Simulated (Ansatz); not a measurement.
Input file:

```yaml
crystal:
  periodic: [false, false, false]
  atoms:
    - {symbol: Ge, position_ang: [0.000000, 0.000000, 0.000000]}
    - {symbol: O, position_ang: [0.000000, 0.000000, 1.850446]}
basis:
  gaussian: {orbitals: def2-TZVP}
total_charge: 1
magnetization: {spin_polarized: false, initial_magnetization: 1}
correlation: {active_space: {ras: {orbitals: [4, 1, 59], electrons: 9, max_holes: 2, max_particles: 2}, fixed_orbitals: true}}
accuracy: high
output: {forces: true}
```

```sh
$ ansatz run in.yaml --threads 1 --pin off --events-out ev --progress --plain --max-ram 2393MiB
```

Task: Roughly how long does this take on 1 thread of Arm Neoverse V1, shared host, and how much host memory?

Result: 23 s wall and 0.67 GiB.

```
1048 factors; integrals over basis functions are off by at most 4.6e-9 eV
mean field evaluation 1: about -58479.1823 eV, gradient 8.9e1 eV
mean field evaluation 2: about -58479.1868 eV, gradient 8.9e1 eV
mean field evaluation 4: about -58494.8093 eV, gradient 3.8e1 eV
mean field evaluation 8: about -58501.1019 eV, gradient 1.5e0 eV
mean field evaluation 16: about -58501.1168 eV, gradient 2.3e-2 eV
mean field evaluation 32: about -58501.1168 eV, gradient 4.3e-8 eV
mean field evaluation 64: about -58502.3281 eV, gradient 3.4e-3 eV
mean field evaluation 96: about -58501.1064 eV, gradient 9.2e-1 eV
mean field evaluation 128: about -58487.4330 eV, gradient 7.8e0 eV
mean field evaluation 160: about -58501.1168 eV, gradient 5.3e-7 eV
mean field -58502.32813031 eV, -2149.9209044866 hartree, gradient 2.2e-8 eV, S^2 0.750000; 9 other end points of the search recorded, 0 dependent functions left out
reference -58502.32813031 eV, -2149.9209044866 hartree; 20, 19 occupied and 59, 60 virtual orbitals, 1048 factors
state -58509.34540115 eV, -2150.1787844336 hartree
the calculation of the forces begins
Total energy: -58509.34540115 eV, -2150.1787844336 hartree
Atom 0 at     0.000000     0.000000     0.000000 Å, force    -0.000000    -0.000000     1.976358 eV/Å
Atom 1 at     0.000000     0.000000     1.850446 Å, force     0.000000     0.000000    -1.976358 eV/Å
Dipole moment:    -0.000000    -0.000000    -0.577060 e Å
```

Forces (eV/Å):
```
Ge   0.000  0.000  1.976
O    0.000  0.000 -1.976
```
